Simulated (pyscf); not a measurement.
Four-centre exchange: `[F][BH][F]` + `[ClH]` → `[F][BH][F]` + `[ClH]`

Gas phase, singlet surface, charge 0. Bonds broken: B2–H4, Cl5–H6. Bonds formed: B2–H6, H4–Cl5. Structures and frequencies: ωB97X-D3(BJ)/def2-SVP in PySCF. Correlated levels are frozen-core, on RHF or UHF. ΔMP2 is the change of the MP2 total energy from the triple- to the quadruple-zeta basis.

Transition state (Å):

```xyz
6

F     -0.4802    -0.5631     1.8391
B     -0.8768    -0.9005     0.6413
F     -1.0196    -2.1488     0.2844
H     -1.5960     0.1263    -0.1505
Cl    -1.5048     1.3728    -1.4301
H     -0.7226     0.1078    -0.4359
```

One imaginary mode, 2554i cm⁻¹; descent along it reached the two sides named.

```tsv
bond	change	reactant side (Å)	saddle	product side
B2–H4	breaks	1.204	1.483	3.2
Cl5–H6	breaks	1.282	1.789	3.3
B2–H6	forms	3.1	1.484	1.204
H4–Cl5	forms	3.4	1.789	1.282
```

Electronic energies relative to the separated reactants (eV):

```
level                             barrier  reaction energy  reverse barrier
--------------------------------  -------  ---------------  ---------------
ωB97X-D3(BJ)/def2-TZVP               3.18             0.00             3.18
PBE/def2-TZVP                        2.57             0.00             2.57
r²SCAN/def2-TZVP                     2.79             0.00             2.79
B3LYP-D3(BJ)/def2-TZVP               2.95             0.00             2.95
PBE0-D3(BJ)/def2-TZVP                2.86             0.00             2.86
M06-2X/def2-TZVP                     3.19             0.00             3.19
ωB97M-D3(BJ)/def2-TZVP               3.14             0.00             3.14
HF/def2-TZVP                         4.03             0.00             4.03
MP2/def2-QZVPP                       3.17             0.00             3.17
CCSD/def2-TZVPP                      3.45             0.00             3.45
CCSD(T)/def2-TZVPP                   3.29             0.00             3.29
CCSD(T)/def2-TZVPP + ΔMP2(QZVPP)     3.22             0.00             3.22
```

With CCSD(T)/def2-TZVPP + ΔMP2(QZVPP) energies and thermal terms (ideal gas, 1 atm, RRHO with modes under 100 cm⁻¹ raised to 100, one conformer, R ln 2 for rigid chiral ones), in eV:

```json
[
 {"T (K)": "298", "ΔH‡": "3.14", "ΔG‡": "3.53", "ΔH": "0.00", "ΔG": "0.00"},
 {"T (K)": "600", "ΔH‡": "3.16", "ΔG‡": "3.92", "ΔH": "0.00", "ΔG": "0.00"},
 {"T (K)": "900", "ΔH‡": "3.18", "ΔG‡": "4.30", "ΔH": "0.00", "ΔG": "0.00"},
 {"T (K)": "1200", "ΔH‡": "3.20", "ΔG‡": "4.67", "ΔH": "0.00", "ΔG": "0.00"}
]
```

The same reactants have a lower exit, to HF + F–BH–Cl (barrier +1.17 eV at ωB97M-D3(BJ), against +3.14 eV here). This is the saddle that the search found; another between the same sides may lie lower. The CCSD(T) − MP2 part came from Ansatz, without density fitting, on the same reference.
